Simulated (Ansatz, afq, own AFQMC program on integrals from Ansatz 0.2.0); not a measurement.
Two steps: Ansatz 0.2.0 writes the Fock matrix and Cholesky factors of the valence space, and afq projects on them the lowest state that overlaps trial and start.

```yaml
crystal:
  periodic: [false, false, false]
  atoms:
    - {symbol: Pt, position_ang: [0.000000, 0.018031, 1.749986]}
    - {symbol: N, position_ang: [0.000000, -0.121125, -0.338093]}
    - {symbol: N, position_ang: [0.000000, 0.103094, -1.411893]}
basis:
  gaussian: {orbitals: def2-SVP}
magnetization: {spin_polarized: true, initial_magnetization: 2}
correlation: {method: ccsd_t, electrons: outside_noble_gas, hamiltonian_folder: ham}
```

```sh
$ ansatz run in.yaml --threads 1 --pin off --events-out ev --progress --plain --max-ram 16896MiB --backend cuda --devices 0, --max-vram 18GiB
```

afq runs on the folder ham with

```
--method phaseless --trial cisd --walkers 4000 --populations 20 --least-time 60 --time-step 0.005 --steps-per-block 50 --equilibration-blocks 40 --max-blocks 4000 --target-error 0.00027 --factor-cut 1e-05 --start spin_pure --seed 1558 --release-times 0.24,0.6,1.2,1.8,2.6 --release-step 0.04 --release-every 4 --taylor-order 6
```

Times are imaginary, in 1/Eh. The walk had a cap of 203 s. With eight or more populations the least sampling time is a fifth of least-time, and the error comes from their spread. Core potentials past Kr, no spin–orbit coupling.

Log:

```
orbitals 54  electrons 11 9  factors 444 of 610
reference energy -227.22226162 Eh
CCSD correlation -0.52340891 Eh in 21 cycles, weight of the determinant in the CISD state 0.8293
energy of the start -227.743419 Eh
 block  time / (1/Eh)  mean weight  energy / Eh
     1     0.250  1.0001  -227.732547
     2     0.500  0.9996  -227.744134
     3     0.750  1.0000  -227.752279
     4     1.000  1.0001  -227.757396
     5     1.250  1.0005  -227.761137
     8     2.000  0.9998  -227.761937
    13     3.250  1.0000  -227.765455
    25     6.250  0.9997  -227.769710
    37     9.250  0.9996  -227.762299
    49    12.250  0.9999  -227.767010
    61    15.250  0.9998  -227.766500
    73    18.250  0.9996  -227.769261
    85    21.250  1.0001  -227.763363
    97    24.250  1.0002  -227.764121
   109    27.250  1.0000  -227.766999
   121    30.250  0.9996  -227.765210
   133    33.250  0.9998  -227.766770
   145    36.250  0.9999  -227.769029
   157    39.250  1.0000  -227.768496
   165    41.250  0.9997  -227.761714
   169    42.250  1.0004  -227.765021
   173    43.250  1.0001  -227.765217
error from the spread of 20 populations
released: time / (1/Eh)  energy / Eh  error  mean overlap
  0.24  -227.766493  0.000291  0.9982
  0.60  -227.766869  0.000220  0.9972
  1.20  -227.763533  0.003100  0.9958
  1.80  -227.765975  0.000536  0.9966
  2.60  -227.767883  0.000677  0.9837
energy -227.766035 +/- 0.000271 Eh
(rows thinned)
```

The run passed its tests (sampling time, drift between the halves within three errors, error under three times the target), which doesn't prove that it has relaxed, ending at its cap on processor time.

Against this walk (error 7.4 meV) on the same determinant: CCSD(T) 38.5 meV higher, CCSDT(Q) 25.6 meV lower. The error is statistical and leaves out the bias of the constraint. The released energies have errors that jump between times, so the bars are unsure (meV from the phaseless value at times in 1/Eh: -12 ± 8 at 0.24, -23 ± 6 at 0.60, 68 ± 84 at 1.20, 2 ± 15 at 1.80, -50 ± 18 at 2.60), so they give no level. CCSDT(Q) is the surest value here, so the walk's 26 meV above it is most likely the bias of the constraint with this trial, which can have either sign.

Cautions: constraint bias not in the error; no spin-orbit coupling; outer-core shells of the metal frozen; lower spins were not checked; higher spins were not checked.

The walk took 3.4 min on 1 × NVIDIA H100 80GB HBM3 with 2 threads of AMD EPYC 7R13 Processor (Zen 3), with other jobs on the host (the card was shared). The log's last line is the phaseless energy.

CCSDT and higher add their correlation energy to the determinant of the CCSD(T) run, since their own runs factorise the integrals more tightly (a shift of under 2 meV). A walk keeps the symmetry of its determinant, which the program's search chose and which needn't be the lowest solution, so a lower state of the same spin and another symmetry isn't excluded.
